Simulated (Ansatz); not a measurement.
B20 (FeSi-type) FeSi, treated with PBE-D4 in Ansatz (PAW).

The input as run:

Ansatz 0.2 input:
```yaml
crystal:
  lattice:
    - [4.4051681441, 0.0, 0.0]
    - [0.0, 4.4051681441, 0.0]
    - [0.0, 0.0, 4.4051681441]
  atoms:
    - { symbol: Fe, position: [0.8627737128, 0.6372262872, 0.3627737128] }
    - { symbol: Fe, position: [0.3627737128, 0.8627737128, 0.6372262872] }
    - { symbol: Fe, position: [0.1372262872, 0.1372262872, 0.1372262872] }
    - { symbol: Fe, position: [0.6372262872, 0.3627737128, 0.8627737128] }
    - { symbol: Si, position: [0.1587297258, 0.3412702742, 0.6587297258] }
    - { symbol: Si, position: [0.6587297258, 0.1587297258, 0.3412702742] }
    - { symbol: Si, position: [0.8412702742, 0.8412702742, 0.8412702742] }
    - { symbol: Si, position: [0.3412702742, 0.6587297258, 0.1587297258] }
basis:
  ecutwfc: 520
  ecutrho_ratio: 4
  xc_grid: 2
kpoints:
  mp_grid: { grid: [8, 8, 8] }
  band_path:
    path:
      - [0.0, 0.0, 0.0]
      - [0.0, 0.083333, 0.0]
      - [0.0, 0.166667, 0.0]
      - [0.0, 0.25, 0.0]
      - [0.0, 0.333333, 0.0]
      - [0.0, 0.416667, 0.0]
      - [0.0, 0.5, 0.0]
      - [0.083333, 0.5, 0.0]
      - [0.166667, 0.5, 0.0]
      - [0.25, 0.5, 0.0]
      - [0.333333, 0.5, 0.0]
      - [0.416667, 0.5, 0.0]
      - [0.5, 0.5, 0.0]
      - [0.45, 0.45, 0.0]
      - [0.4, 0.4, 0.0]
      - [0.35, 0.35, 0.0]
      - [0.3, 0.3, 0.0]
      - [0.25, 0.25, 0.0]
      - [0.2, 0.2, 0.0]
      - [0.15, 0.15, 0.0]
      - [0.1, 0.1, 0.0]
      - [0.05, 0.05, 0.0]
      - [0.041667, 0.041667, 0.041667]
      - [0.083333, 0.083333, 0.083333]
      - [0.125, 0.125, 0.125]
      - [0.166667, 0.166667, 0.166667]
      - [0.208333, 0.208333, 0.208333]
      - [0.25, 0.25, 0.25]
      - [0.291667, 0.291667, 0.291667]
      - [0.333333, 0.333333, 0.333333]
      - [0.375, 0.375, 0.375]
      - [0.416667, 0.416667, 0.416667]
      - [0.458333, 0.458333, 0.458333]
      - [0.5, 0.5, 0.5]
      - [0.45, 0.5, 0.45]
      - [0.4, 0.5, 0.4]
      - [0.35, 0.5, 0.35]
      - [0.3, 0.5, 0.3]
      - [0.25, 0.5, 0.25]
      - [0.2, 0.5, 0.2]
      - [0.15, 0.5, 0.15]
      - [0.1, 0.5, 0.1]
      - [0.05, 0.5, 0.05]
      - [0.5, 0.5, 0.416667]
      - [0.5, 0.5, 0.333333]
      - [0.5, 0.5, 0.25]
      - [0.5, 0.5, 0.166667]
      - [0.5, 0.5, 0.083333]
      - [0.5, 0.416667, 0.0]
      - [0.5, 0.333333, 0.0]
      - [0.5, 0.25, 0.0]
      - [0.5, 0.166667, 0.0]
      - [0.5, 0.083333, 0.0]
      - [0.5, 0.0, 0.0]
    npoints: 1
hamiltonian:
  xc: pbe
  dispersion: d4
  pseudopotentials: { kind: paw }
scf:
  occupations: { method: fermi_dirac, width: 0.01 }
  convergence: { dr2_threshold: 0.0000000008 }
output:
  forces: true
  stress: true
  eigenvalues: true
  write_bands: true
```

Output (set-up and result lines):

```
Crystal: 8 atoms, lattice volume = 85.485 Å³
Basis set: ecut = 520 eV, 2325 PW (Γ), exchange–correlation on 72×72×72 points (8 copies of the dense FFT grid, shifted against one another)
Bands: 48, of which v1, the nominal top of the filled ones, is band 40 counted from 1 (39 counted from 0)
Symmetry: 12 space group operations
Space group: P213 (ITA 198), of the structure as read, at distance tolerance 4.4e-5 Å
k-points: 45 of 512 (time reversal used)
Functional: x = pbe(κ = 0.804, μ = 0.2195149727645171), c = pbe(β = 0.06672455060314922)
SCF iter   1: F=—  HF=-20473.121036 eV  |F-HF|=—  |Δ(HF+E_count)|=         —  Δρ=1.32e-2  dr2=4.28e-2
SCF iter   2: F=—  HF=-20473.103038 eV  |F-HF|=—  |Δ(HF+E_count)|=   1.80e-2  Δρ=5.34e-3  dr2=9.12e-3
  ...
SCF iter   8: F=—  HF=-20473.100183 eV  |F-HF|=—  |Δ(HF+E_count)|=  3.93e-10  Δρ=2.09e-6  dr2=2.59e-9
SCF iter   9: F=-20473.100183 eV  HF=-20473.100183 eV  |F-HF|=5.46e-11  |Δ(HF+E_count)|=  3.78e-10  Δρ=2.98e-7  dr2=4.69e-11
SCF 1 converged in 9 iterations: F = -20473.100183 eV  dr2 = 4.69e-11
SCF converged after 9 iterations
Free energy (F): -20473.100183 eV
Internal energy: -20473.100173 eV  (E = F + TS)
E sigma→0 (E₀):  -20473.100178 eV
Fermi energy:    17.333956 eV
--- Forces (eV/Å), atoms counted from 1 ---
  atom   1  Fe     0.00002013    -0.00002013     0.00002013
  atom   2  Fe     0.00002013     0.00002013    -0.00002013
  atom   3  Fe    -0.00002013    -0.00002013    -0.00002013
  atom   4  Fe    -0.00002013     0.00002013     0.00002013
  atom   5  Si     0.00001897    -0.00001897     0.00001897
  atom   6  Si     0.00001897     0.00001897    -0.00001897
  atom   7  Si    -0.00001897    -0.00001897    -0.00001897
  atom   8  Si    -0.00001897     0.00001897     0.00001897
--- Stress (GPa, compression-positive) ---
       -0.013009       0.000000      -0.000000
        0.000000      -0.013009       0.000000
       -0.000000       0.000000      -0.013009
  P = ⅓ Tr σ = -0.0130 GPa (-0.130 kbar)
```

Cost on a shared machine: very roughly 50 core-seconds.

Ansatz is a quantum-chemistry and plane-wave program.
